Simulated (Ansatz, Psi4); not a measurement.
C2HClF2 (SMILES FC(F)=CCl): from total energies to a heat of formation

C2HClF2 has 6 atoms, charge 0, and is taken as a singlet. SMILES: `FC(F)=CCl`. The shape is that of a PBE0-D4/def2-TZVP optimisation.

Total energies at B3LYP/6-31G* (spherical functions) (Psi4 1.11); the atoms run unrestricted:

| species | state | energy (Eh) |
| --- | --- | --- |
| C2HClF2 | singlet | -736.638763 |
| F | doublet | -99.714578 |
| C | triplet | -37.844694 |
| Cl | doublet | -460.132788 |
| H | doublet | -0.500273 |

Harmonic wavenumbers at PBE0-D4/def2-TZVP, in cm⁻¹: 196, 242, 440, 589, 618, 782, 865, 1008, 1224, 1373, 1808, 3262.

Measured heats of formation of the gaseous atoms at 298.15 K, in kJ/mol: F 79.4, C 716.9, Cl 121.3, H 218.0. Spin-orbit lowering of the atoms at 298 K (mean of the ground term's levels less their thermal mean, from spectra), in kJ/mol: F 1.29, C 0.02, Cl 3.44. Take 1 Eh = 2625.50 kJ/mol, 1 cm⁻¹ = 0.0119627 kJ/mol, RT = 2.479 kJ/mol.

Q: What heat of formation follows?

A: 
1. Electronic atomisation energy: 2 × (-99.714578) + 2 × (-37.844694) + (-460.132788) + (-0.500273) − (-736.638763) = 0.887158 Eh = 2329.2 kJ/mol.
2. Zero-point energy: half the sum of the wavenumbers, 6203.5 cm⁻¹ = 74.2 kJ/mol.
3. Thermal vibrational enthalpy, Σ hcν̃/(exp(hcν̃/kT) − 1): 4.9 kJ/mol. Translation, rotation and pV of a non-linear molecule: 4 RT = 9.9 kJ/mol.
4. The 6 free atoms carry 5/2 RT each: 37.2 kJ/mol.
5. Spin-orbit coupling lowers the free atoms by 2 × 1.29 + 2 × 0.02 + 3.44 = 6.1 kJ/mol.
6. Atomisation enthalpy at 298 K: 2329.2 − 6.1 − 74.2 − 4.9 − 9.9 + 37.2 = 2271.3 kJ/mol.
7. Sum of the atoms' heats of formation: 1931.9 kJ/mol. Heat of formation: 1931.9 − 2271.3 = -339.4 kJ/mol.

The tabulated value is -315.5 kJ/mol (CRC Handbook of Chemistry and Physics; in doubt: it may be an older value or an estimate), so this level is off by -23.9 kJ/mol, or 1.1 % of the atomisation enthalpy that the table implies (2247.3 kJ/mol). Anharmonicity and any spin-orbit splitting of the molecule are left out.
